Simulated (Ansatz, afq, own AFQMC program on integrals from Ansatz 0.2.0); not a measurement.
WCl, sextet in def2-TZVP, levels against CCSDT(Q)

```xyz
2

W     0.0000    0.0000    0.0000
Cl    0.0000    0.0000    2.2330
```

Basis def2-TZVP with its core potentials. Noble-gas cores (and the filled d shells of Ga–Kr and In–Xe) are frozen. Integrals, coupled cluster, full CI and functionals: Ansatz 0.2.0; the random walks run on the same integrals in our own AFQMC program. ph-AFQMC/CISD is guided by a CISD state made of CCSD amplitudes; releasing the constraint for a short imaginary time cuts its bias at the price of noise, slowly where states lie close. ± is one standard error of the sampling. No spin–orbit coupling. The metal's outer-core s and p shells are frozen, which shifts wave-function levels against functionals.

Determinant: UHF, the one that the program's search chose, which needn't be the lowest solution. The geometry is a PBE0/def2-TZVP stationary point of this or a neighbouring charge and spin state.

No full CI on the walks' own integrals is used here; CCSDT(Q) serves as the reference and is uncertain by about the last step of the cluster series.

Cautions: no spin-orbit coupling; outer-core shells of the metal frozen; higher spins were not checked; the released energies have errors that jump between times, so the bars are unsure, so no released level is given (meV from the phaseless value at times in 1/Eh: 10 ± 15 at 0.24, -11 ± 5 at 0.50, -20 ± 3 at 1.00, -21 ± 4 at 1.50), though the last usable value meets CCSDT(Q) within the noise.

* T1 diagnostic: 0.0186
* weight of the determinant in the CISD state: 0.879
* ⟨S²⟩ of the determinant: 8.767
* size of the correlated space: 13 electrons in 68 orbitals

Reference: CCSDT(Q), correlation energy -8.126 eV.

| level | E − E(reference) (kcal/mol) | share of correlation (%) |
| --- | --- | --- |
| HF | 187.39 | 0.00 |
| MP2 | 22.25 | 88.13 |
| CCSD | 8.01 | 95.72 |
| CCSD(T) | 0.84 | 99.55 |
| CCSDT | 0.37 | 99.80 |
| ph-AFQMC/CISD | 0.46 ± 0.10 | 99.76 |

A walk keeps the symmetry of its determinant, which the program's search chose and which needn't be the lowest solution, so a lower state of the same spin and another symmetry isn't excluded.
